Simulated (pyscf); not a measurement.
Single points on ωB97X-D3(BJ)/def2-SVP structures (PySCF, gas phase).

### Question
For the elementary gas-phase step H₂N–SiH₂–Cl (SMILES N[SiH2]Cl) → H₂N–Si:–Cl (SMILES N[Si]Cl) [singlet] + H₂ (SMILES [H][H]) (singlet surface; H–Si, H–Si broken, H–H formed), what barrier and reaction energy does ωB97M-D3(BJ)/def2-TZVP give, measured from the reactant's lowest minimum found?

### Answer
ΔE‡ = 313.8 kJ/mol, ΔE = +136.5 kJ/mol. Zero-point energy shifts the barrier by -10.4 kJ/mol. It is a 1,1-elimination, with an imaginary mode of 1383i cm⁻¹. One saddle was located; it need not be the lowest between these sides.
